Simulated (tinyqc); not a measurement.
The basis set: RHF and MP2 along a ladder of basis sets, for H2O, spin multiplicity 1. Computed by the program tinyqc with PySCF. 

Geometry (angstrom):

| atom | x | y | z |
|---|---|---|---|
| O | 0.0000 | 0.0000 | 0.0000 |
| H | 0.0000 | 0.6820 | 0.5750 |
| H | 0.0000 | -0.7020 | 0.5930 |

Same geometry throughout; the dipole is taken about the origin.

RHF and frozen-core MP2 in a ladder of bases:

| basis | functions | E(RHF) (hartree) | E(MP2 corr) (hartree) | HOMO (eV) | LUMO (eV) | dipole (debye) |
|---|---|---|---|---|---|---|
| sto-3g | 7 | -74.946669 | -0.032066 | -10.8599 | 18.0716 | 1.8282 |
| 3-21g | 13 | -75.573636 | -0.117376 | -13.1982 | 7.5386 | 2.4940 |
| 6-31g | 13 | -75.974753 | -0.123271 | -13.7887 | 5.7915 | 2.6866 |
| 6-31g** | 24 | -76.017503 | -0.191030 | -13.6738 | 6.1132 | 2.2150 |
| cc-pvdz | 24 | -76.021342 | -0.198479 | -13.5771 | 5.2291 | 2.0740 |
| aug-cc-pvdz | 41 | -76.036193 | -0.215183 | -14.0232 | 0.9737 | 2.0302 |
| cc-pvtz | 58 | -76.052695 | -0.258254 | -13.8924 | 3.9676 | 2.0550 |

From cc-pVDZ to cc-pVTZ the RHF energy falls by 31.4 mhartree and the correlation energy by 59.8. If valence correlation converges as X^-3, (27 E(T) - 8 E(D))/19 gives -0.2834 hartree, a rough estimate from such small X that usually falls short; STO-3G holds about 11 % of it. Beyond STO-3G the LUMO moves by 6.6 eV and the HOMO by 0.8 eV; diffuse functions lower the positive LUMO sharply, since an unbound virtual level tracks the most diffuse function.
